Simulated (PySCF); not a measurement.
**Functional dependence of a UV spectrum**

Compound: C3H6O.
SMILES: `C=CCO`

Linear-response calculations in the def2-SVPD basis (PySCF; singlets by full response, triplets Tamm–Dancoff, core orbitals frozen in the response; HF means time-dependent Hartree–Fock). 'Strongest' is the level of largest summed f among the singlets computed (10 roots, of which the last may lack a degenerate partner); it can jump between rows when another state enters that window. S1 is the lowest singlet of each run and needn't be the same state throughout; f(S1) is that of one state. Geometry: PBE0-D3(BJ)/def2-SVP, one conformer, isolated molecule.

```
functional                               kind  S1 (eV)  f(S1)  strongest (eV)  T1 (eV)  HOMO (eV)  gap (eV)  ionisation energy, ΔSCF (eV)
       LDA                                LDA     5.33  0.027            7.54     4.63      -6.50      5.06                          9.85
       PBE                                GGA     5.41  0.027            7.51     4.42      -6.36      5.15                          9.66
     B3LYP  global hybrid, 20% exact exchange     6.32  0.045            7.31     4.42      -7.52      7.08                          9.94
      PBE0  global hybrid, 25% exact exchange     6.50  0.047            7.46     4.33      -7.74      7.57                          9.94
 BHandHLYP  global hybrid, 50% exact exchange     7.27  0.210            7.27     4.25      -8.82      9.68                          9.99
 CAM-B3LYP             range-separated hybrid     6.85  0.072            7.52     4.37      -9.13     10.03                         10.14
   wB97X-D             range-separated hybrid     6.90  0.071            7.56     4.50      -9.63     11.28                         10.06
   LC-wPBE             range-separated hybrid     7.25  0.105            7.70     4.22     -10.51     12.62                         10.25
        HF                       Hartree–Fock     7.56  0.489            7.56     3.72     -10.32     13.04                   not settled
```

S1 runs from 5.33 eV (LDA) to 7.56 eV (HF), a spread of 2.23 eV, while the orbital gap spreads over 8.0 eV. Along PBE (0%), B3LYP (20%), PBE0 (25%), BHandHLYP (50%), HF (100%) S1 rises with the share of exact exchange. −ε(HOMO) comes closest to its own ΔSCF ionisation energy with LC-wPBE (+0.26 eV) and misses most with LDA (-3.36 eV). 'Not settled' means that the ion's SCF failed to converge or may have ended in another state than the lowest.
